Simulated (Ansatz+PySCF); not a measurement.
**doublet C₂H₅N(+): levels of theory in one basis**

```yaml
atoms:
  - { symbol: C, position_ang: [-0.0384, -0.3973, 0.7394] }
  - { symbol: N, position_ang: [-0.0384, 0.8752, 0.0000] }
  - { symbol: C, position_ang: [-0.0384, -0.3973, -0.7394] }
  - { symbol: H, position_ang: [0.9031, 1.2682, 0.0000] }
  - { symbol: H, position_ang: [-0.9557, -0.6049, 1.2800] }
  - { symbol: H, position_ang: [-0.9557, -0.6049, -1.2800] }
  - { symbol: H, position_ang: [0.8694, -0.7084, 1.2490] }
  - { symbol: H, position_ang: [0.8694, -0.7084, -1.2490] }
```

Basis set: cc-pVTZ (spherical functions). Left uncorrelated: 3 orbitals. Correlation on ROHF uses semicanonical orbitals with singles. Charge 1, multiplicity 2.

Computed with Ansatz (development build ahead of 0.2.0); each method stands on the lowest determinant of its kind that the runs found.

| method | E − E(ROHF) (eV) | <S²> of the determinant |
| --- | --- | --- |
| ROHF | 0.00 | 0.75 |
| UHF | -0.13 | 0.76 |
| ROHF-MP2 | -13.70 | – |
| UHF-MP2 | -13.69 | 0.76 |
